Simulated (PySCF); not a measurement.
SF₄ + O₂ → SO₂F₂ + F₂

Level: PBE in the def2-TZVP basis family, all electrons, no relativity, computed in PySCF with density fitting; open shells unrestricted.

```tsv
species	state and structure	E (Eh)	ZPE (kJ/mol)	H(298 K) − H(0) (kJ/mol)	S° (J/(mol K))
SF₄	singlet, C2v, S–F 1.587 Å (×2), S–F 1.685 Å (×2); F–S–F 88.1° (×4), F–S–F 100.7°, F–S–F 174.0°	-797.19079	28.2	15.7	299.5
O₂	triplet, D∞h, O–O 1.219 Å	-150.24892	9.3	8.7	205.2
SO₂F₂	singlet, C2v, S–F 1.576 Å (×2), S–O 1.425 Å (×2); F–S–F 95.3°, F–S–O 108.0° (×4), O–S–O 125.3°	-747.99735	38.6	14.1	287.2
F₂	singlet, D∞h, F–F 1.413 Å	-199.42304	6.0	8.8	202.5
```

(1) What is the electronic reaction energy?

(2) Add zero-point, thermal and entropy terms for 298.15 K and 1 bar.

Answers

(1) At PBE/def2-TZVP, ΔE = 50.7 kJ/mol from the differences of the total energies times 2625.5, uphill. 

(2) ΔZPE = 7.1 and Δ[H(298) − H(0)] = -1.5 kJ/mol give ΔH° = 56.3 kJ/mol. ΔS° = -15.0 J/(mol K), so ΔG° = 56.3 − 298.15 × (-0.0150) = 61 kJ/mol and log₁₀K = -10.6.

Only the bonding shown was studied: isomers, or loss of a ligand pair, can lie lower.
